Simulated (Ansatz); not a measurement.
Energy needed to pull apart CH₅FSi (SMILES C[SiH2]F), closed shell, into free ground-state atoms, from the structure below (displaced at random from a GFN2-xTB minimum); no zero-point or spin–orbit terms; open-shell atoms are treated unrestricted, in their ground-state multiplicity.

```tsv
atom	x (Å)	y (Å)	z (Å)
C1	-0.5830	0.8001	-0.4780
Si2	0.3449	-0.6574	0.4200
F3	1.9595	-0.6689	-0.2194
H4	-0.6778	0.5369	-1.5619
H5	-1.5854	0.8250	-0.0580
H6	-0.1269	1.5469	-0.3286
H7	0.5120	-0.4927	1.7357
H8	-0.1921	-1.9661	0.0760
```

Computed with Ansatz 0.2.0 (basis: def2-TZVPP); correlated methods freeze the cores. B3LYP uses VWN-RPA correlation.

| method | atomization energy (eV) |
| --- | --- |
| PBE-D4 | 28.22 |
| r2SCAN-D4 | ? |
| PBE0-D4 | 27.92 |
| B3LYP-D4 | 28.22 |
| r2SCAN0-D4 | 27.87 |
| wB97M-V | 28.30 |
| HF | ? |
| MP2 | 27.87 |
| CCSD | 27.32 |
| CCSD(T) | 27.60 |

(1) What does HF give? (Judge from chemistry; the value comes from the calculation.)

(2) What does r2SCAN-D4 give? (Judge from chemistry; the value comes from the calculation.)

T1 diagnostic: at most 0.012.

Answers

(1) By the calculation: 21.33 eV, which is about 6.26 eV less than CCSD(T)/def2-TZVPP.

(2) Computed: 28.19 eV, which is about 0.60 eV more than CCSD(T)/def2-TZVPP.

In triple zeta the MP2 and coupled-cluster atomization energies are still short of their basis limit by a few kcal/mol a bond, whereas those of the functionals are nearly converged, so these differences are not deviations from converged CCSD(T).

For scale, one of the runs: CCSD(T)/def2-TZVPP forces, 174 basis functions (an equivalent command: `ansatz run in.yaml --threads 4`). Hardware: 4 CPU threads, shared host. Wall time 90 s; peak host memory 2.9 GiB.
